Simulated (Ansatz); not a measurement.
Input for Ansatz (development build ahead of 0.2.0):

```yaml
crystal:
  periodic: [false, false, false]
  atoms:
    - { symbol: Al, position_ang: [0.0, 0.0, -1.06376] }
    - { symbol: C, position_ang: [0.0, 0.0, 1.06376] }
basis:
  gaussian: { orbitals: def2-SVP }
magnetization:
  spin_polarized: true
  initial_magnetization: 3
hamiltonian:
  xc: hf
correlation:
  method: ccsd_t
  frozen_orbitals: { Al: 5, C: 1 }
scf:
  omitted_lower_state_checks: [starts, atomic_configurations, cluster_reference, orbital_swaps, given_window_search, neighbouring_geometries, increment]
```

The input is written out in the form of the current development build from the run's settings.

Output:

| Property | Result |
| --- | --- |
| Converged | yes |
| Reference energy | -279.52938 hartree |
| Correlation energy | -0.13391 hartree |
| Total energy | -279.66328 hartree |
| Stability test | minimum |
